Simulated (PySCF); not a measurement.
Molecule: `CCCCl`, C₃H₇Cl.

Geometry (Å), atoms numbered from 1 in this order:
```xyz
11

C    -1.2645    0.2488    0.0978
C    -0.0409   -0.6400   -0.0449
C     1.2781    0.0956    0.0684
Cl    1.4956    1.3037   -1.2403
H    -1.2784    0.7560    1.0759
H    -2.1924   -0.3352    0.0092
H    -1.2739    1.0246   -0.6820
H    -0.0663   -1.1742   -1.0092
H    -0.0422   -1.4178    0.7397
H     1.3527    0.6470    1.0173
H     2.1303   -0.5939   -0.0009
```

Geometry PBE0-D3(BJ)/def2-SVP throughout; GIAO in PySCF 2.14.0 with density-fitted response routines, gas phase, one conformer, non-relativistic; equivalent atoms averaged; basis pcSseg-2.

Question: How do the absolute shieldings σ depend on the functional? (ppm; last column core-seconds on shared hosts with different chips, so compare them loosely; the GGAs took longer than the global hybrids here, which isn't the general rule, and the cause wasn't traced)

Answer: 
```
functional                    kind     C3     C2     C1    Cl4  H10/H11  H8/H9  H5/H6/H7  core-s
        HF            Hartree–Fock  143.0  164.2  178.2  924.7    28.36  30.16     30.54       9
       LDA                     LDA  123.6  149.4  168.8  834.1    27.08  29.01     29.71      21
       PBE                     GGA  123.3  147.7  166.3  838.6    27.53  29.44     30.09      26
      BLYP                     GGA  117.6  141.8  161.2  821.4    27.71  29.62     30.24      26
      BP86                     GGA  123.1  147.5  165.9  838.5    27.60  29.50     30.15      26
      OPBE                     GGA  130.0  154.1  171.0  861.0    27.59  29.47     30.15      30
       KT2                     GGA  127.5  150.5  169.3  856.4    27.49  29.41     30.09      28
       KT3                     GGA  126.4  149.3  167.5  854.0    27.69  29.60     30.25      29
     B97-D                     GGA  122.6  147.0  165.1  839.8    27.73  29.65     30.27      26
     B3LYP           global hybrid  123.8  147.7  165.7  846.6    27.82  29.70     30.26      19
      PBE0           global hybrid  130.4  154.2  171.2  867.8    27.72  29.58     30.17      17
  mPW1PW91           global hybrid  129.6  153.6  170.4  866.1    27.78  29.64     30.21      17
      WP04           global hybrid  114.4  140.3  157.2  827.3    28.16  29.98     30.51      23
     B97-2           global hybrid  129.4  153.2  170.0  866.1    27.82  29.69     30.26      23
 BHandHLYP           global hybrid  131.4  154.6  171.0  878.4    27.99  29.83     30.32      22
 CAM-B3LYP  range-separated hybrid  129.1  152.4  169.8  859.8    27.85  29.68     30.21      29
   wB97X-D  range-separated hybrid  131.3  154.8  171.3  869.3    27.91  29.74     30.26      29
   LC-wPBE  range-separated hybrid  138.0  160.8  176.0  882.6    27.99  29.74     30.25      39
```

Question: Which nucleus moves most, in ppm?

Answer: Cl4 (chlorine bonded to C): from 821.4 ppm with BLYP to 924.7 ppm with HF. The smallest spread is 0.83 ppm, at H5/H6/H7. Proton shifts span only some 12 ppm, so a few tenths of a ppm matter as much there as several ppm in carbon.
